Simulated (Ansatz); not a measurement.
## How basis sets differ on BOF (fluoro(oxo)borane)

BOF has 3 atoms, charge 0, and is taken as a singlet. SMILES: `O=BF`. The shape is that of a PBE0-D4/def2-TZVP optimisation.

```xyz
3

O     0.9831   -0.5651    0.4799
B     0.0203   -0.0116    0.0099
F    -1.0034    0.5768   -0.4898
```

Quantity: the vertical energy of the triplet above the singlet, in eV. The values are calculated.

```json
{"level": "MP2/STO-3G", "kind": "perturbation theory", "program": "Ansatz", "value (eV)": "8.90"}
{"level": "MP2/Sapporo-DZP", "kind": "perturbation theory", "program": "Ansatz", "value (eV)": "8.71"}
{"level": "MP2/Sapporo-TZP", "kind": "perturbation theory", "program": "Ansatz", "value (eV)": "8.19"}
{"level": "MP2/Sapporo-QZP", "kind": "perturbation theory", "program": "Ansatz", "value (eV)": "8.35"}
```

The values span 8.19 to 8.90 eV.
